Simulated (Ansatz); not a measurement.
BFO, SMILES O=BF, a single point in a Gaussian basis

Program: Ansatz's Python interface.

The cells in order, each with its output:

**Cell 1**
```python
from pathlib import Path
import warnings

import ansatz as az
from ase import Atoms
```

**Cell 2**
```python
warnings.simplefilter("ignore", az.DeckWarning)
```

**Cell 3**
```python
atoms = Atoms(["O", "B", "F"], positions=[
    [0.97333, -0.55912, 0.47519],
    [0.02479, -0.01497, 0.01202],
    [-0.99812, 0.5741, -0.48721],
])
geometry = az.Crystal.molecule_from_ase(atoms)

base = geometry.calculation()
base = base.basis(gaussian="cc-pVDZ")
base = base.correlation("MP2")
base = base.orbitals()
out = base.run(runs_dir="runs")
rep = out.report
```

**Cell 4**
```python
rep["reference_energy_ev"]
```
Output:
```text
-5417.336118519516
```

**Cell 5**
```python
type(out).__name__, type(rep).__name__
```
Output:
```text
('RunOutcome', 'dict')
```

**Cell 6**
```python
sorted(key for key in rep if key.endswith("_ev"))
```
Output:
```text
['free_energy_ev', 'reference_energy_ev']
```

**Cell 7**
```python
print(f"E = {rep['free_energy_ev']:.6f} eV = {rep['free_energy_ev'] / 27.211386246:.7f} Ha")
print("converged:", rep["converged"], " doubts:", rep["published_state_doubts"] or "none")
```
Output:
```text
E = -5429.433693 eV = -199.5280080 Ha
converged: True  doubts: none
```

**Cell 8**
```python
parts = rep["correlation"]
for name in ("random_phase", "coupled_cluster", "perturbative"):
    if name in parts:
        print(f"{name:16s} {parts[name]['energy']['hartree']:12.7f} Ha")
if "second_order" in parts:
    pair = parts["second_order"]
    print(f"MP2 same spin {pair['same_spin']['hartree']:.7f} Ha, opposite spin {pair['opposite_spin']['hartree']:.7f} Ha")

state = rep["mean_field"]["state"]
print(f"mean field: {state['energy']['hartree']:.7f} Ha, <S^2> = {abs(state['spin_squared']):.4f}, stability: {state.get('stability', {}).get('kind')}")

lines = Path(rep["orbitals_path"]).read_text().splitlines()
field_of = lambda key: [line.split("=")[1].strip() for line in lines if line.startswith(key)]
orbitals = [(27.211386 * float(e), s, float(n)) for e, s, n in zip(field_of("Ene="), field_of("Spin="), field_of("Occup="))]
homo = max(e for e, _, n in orbitals if n > 0.5)
lumo = min(e for e, _, n in orbitals if n < 0.5)
print(f"HOMO {homo:.3f} eV, LUMO {lumo:.3f} eV, gap {lumo - homo:.3f} eV")
```
Output:
```text
MP2 same spin -0.1226596 Ha, opposite spin -0.3219181 Ha
mean field: -199.0834304 Ha, <S^2> = 0.0000, stability: minimum
HOMO -14.245 eV, LUMO 4.056 eV, gap 18.301 eV
```

Caveats:
- Total energies depend on the basis set; only differences at equal settings carry meaning.
- The geometry is a force-field or estimated start, not a minimum of this method, and the basis set is short of its limit.
- Levels such as HOMO and LUMO are orbital energies: in Hartree-Fock the gap is too wide and the LUMO hangs on the basis.
- S² is that of the Hartree-Fock reference.
- Timing: 0.7 s on 1 thread of Arm Neoverse V1 (shared host), peak memory 0.14 GiB.

(Lines on the test bed's own set-up are left out of the output.)
